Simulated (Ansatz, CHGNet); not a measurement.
For corundum (α-Al2O3), the machine-learned potential CHGNet 0.3.0 (trained on PBE and PBE+U data) gives:

```
Item                               Value
------------------------------  --------
equilibrium lattice constant a   4.812 Å
c axis length                   13.117 Å
```

Question: What does HSE06 (plane waves, PAW; Ansatz, a program for electronic structure) give for the same quantities?

Answer: 
- lattice constant a: 4.753 Å (shrinks by 1.2 %)
- lattice parameter c: 12.979 Å (drops by 1.1 %)

For comparison: lattice constant a 4.759 Å (measured, temperature not stated, no zero-point or thermal correction; as tabulated in Lallet et al. (2009), arXiv:0801.3594); lattice parameter c 12.991 Å (measured, temperature not stated, not corrected to a static lattice; as tabulated in Lallet et al. (2009), arXiv:0801.3594).

Changes are worked out from the printed values.

Unless a cell is named, each level is at its own relaxed cell (CHGNet 0.3.0 8.77, HSE06 8.46 Å³/atom).

Ansatz's density-functional and Hartree–Fock values are scalar-relativistic unless marked +SOC, with PAW data made under PBE.
